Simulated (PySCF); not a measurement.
A structure optimised at B3LYP-D3(BJ)/def2-TZVPD, used in a PySCF frequency run:

```xyz
3

C      0.0000     0.0000     0.7281
C      0.0000     0.0000    -0.4720
H      0.0000     0.0000    -1.5363
```
Charge 0, spin multiplicity 2.

Task: Write its SMILES, formula and point group.

Result: [C]#C, C2H, C∞v

Task: What are its rotational constants (standard atomic weights)?

Result: 44.607 GHz (linear rotor, B only)
